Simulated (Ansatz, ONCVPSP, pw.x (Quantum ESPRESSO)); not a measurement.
**Be (Z = 4): does the ONCV potential hold in the solid?**

ONCVPSP 4.0.1 input, shortened (lines: element, Z, core and valence counts, functional; n l f; lmax; l rc ep ncon nbas qcut; lloc lpopt rc5 dvloc0; l nproj debl; icmod fcfact rcfact), LDA (Perdew-Wang 92), scalar-relativistic:

```
  Be 4.00    1    1  -001012      upf
    1    0    2.00
    2    0    2.00
    2
    0    1.55    0.00    4    8    4.50
    1    1.60    0.24    4    8    5.20
    2    1.55    0.33    3    6    6.40
    4    5    1.20    4.00
    0    2    0.40
    1    2    0.90
    2    1    2.10
    3    3.25    1.40
```

In the p channel the program set the typed energies aside and used 0.050, 0.950 Ha.

Crystal test: bcc Be in pw.x 7.5, no spin, 18³ k-points, Fermi–Dirac smearing 0.01 Ry, cutoffs 50/200 Ry. The reference is all-electron LAPW (Ansatz 0.2.0) with the same functional, mesh and smearing; V0 and B0 come from Birch–Murnaghan fits to the pressures at five volumes. Errors are pseudo minus all-electron; Δ is the rms difference of the E(V) curves that follow from these fits, minima aligned, over ±6 % about the mean V0. Mesh and smearing are coarse, so the numbers serve the comparison and aren't converged zero-temperature values; the lattice is a test structure that the element need not adopt.

All-electron: a0 = 2.461 Å (V0 = 7.46 Å³/atom), B0 = 132.0 GPa.

**Question.** How far does the potential miss the all-electron equation of state?

**Answer.** mean pressure error (GPa): -1.21; a0 (Å): 2.454; a0 error (%): -0.31; B0 error (%): -1.1; Δ (meV/atom): 2.0.

```
V (Å³/atom)  P all-electron (GPa)  P pseudo (GPa)
      7.090                  7.22            5.73
      7.276                  3.34            2.01
      7.463                 -0.13           -1.32
      7.650                 -3.25           -4.31
      7.836                 -6.04           -6.99
```

**Question.** At the middle volume, how do free energy and pressure move when the wave cutoff is lowered (ecutrho kept at four times it)?

**Answer.**

```tsv
cutoff (Ry)	shift of F (meV/atom)	shift of P (GPa)
22	+20.2	-1.47
30	+2.5	+0.04
40	+1.6	+0.04
```

Input at the middle volume:

```
&control
  calculation='scf', prefix='x', pseudo_dir='./', outdir='./tmp', tstress=.true., disk_io='none'
/
&system
  ibrav=0, nat=1, ntyp=1, ecutwfc=50, ecutrho=200, nbnd=8,
  occupations='smearing', smearing='fd', degauss=0.01
/
&electrons
  conv_thr=1e-09, mixing_beta=0.4, electron_maxstep=70
/
ATOMIC_SPECIES
Be 1.0 Be.UPF
CELL_PARAMETERS angstrom
  -1.23107492 1.23107492 1.23107492
  1.23107492 -1.23107492 1.23107492
  1.23107492 1.23107492 -1.23107492
ATOMIC_POSITIONS crystal
Be 0.0000 0.0000 0.0000
K_POINTS automatic
18 18 18 0 0 0
```

```bash
pw.x < Be.scf.in > Be.scf.out
```

Lines of the output:

```
Message from routine setup:
     using ibrav=0 with symmetry is DISCOURAGED, use correct ibrav instead
     lattice parameter (alat)  =       4.0294  a.u.
     unit-cell volume          =      50.3628 (a.u.)^3
     number of electrons       =         2.00
     number of Kohn-Sham states=            8
     kinetic-energy cutoff     =      50.0000  Ry
     charge density cutoff     =     200.0000  Ry
     scf convergence threshold =      1.0E-09
     Exchange-correlation= SLA  PW   NOGX NOGC
     number of k points=   195  Fermi-Dirac smearing, width (Ry)=  0.0100
     iteration #  1     ecut=    50.00 Ry     beta= 0.40
     total energy              =      -2.39459564 Ry
     estimated scf accuracy    <       0.00005566 Ry
     iteration #  2     ecut=    50.00 Ry     beta= 0.40
     total energy              =      -2.39465063 Ry
     estimated scf accuracy    <       0.00002036 Ry
     iteration #  3     ecut=    50.00 Ry     beta= 0.40
     total energy              =      -2.39465130 Ry
     estimated scf accuracy    <       0.00000001 Ry
     iteration #  4     ecut=    50.00 Ry     beta= 0.40
     the Fermi energy is     9.2999 ev
!    total energy              =      -2.39465131 Ry
     estimated scf accuracy    <          2.2E-10 Ry
     smearing contrib. (-TS)   =      -0.00055765 Ry
     The total energy is F=E-TS. E is the sum of the following terms:
     one-electron contribution =       2.07566130 Ry
     hartree contribution      =       0.00123416 Ry
     xc contribution           =      -1.34234212 Ry
     ewald contribution        =      -3.12864699 Ry
     convergence has been achieved in   4 iterations
          total   stress  (Ry/bohr**3)                   (kbar)     P=      -13.25
     Message from routine punch:
     Nothing written, as per user request (disk_io='none')
```

The run at the middle volume (195 k-points, 4 iterations) took about 3.9 s on one core of a shared host (Intel(R) Xeon(R) Platinum 8488C, 192 threads, 744 GiB, load 85).
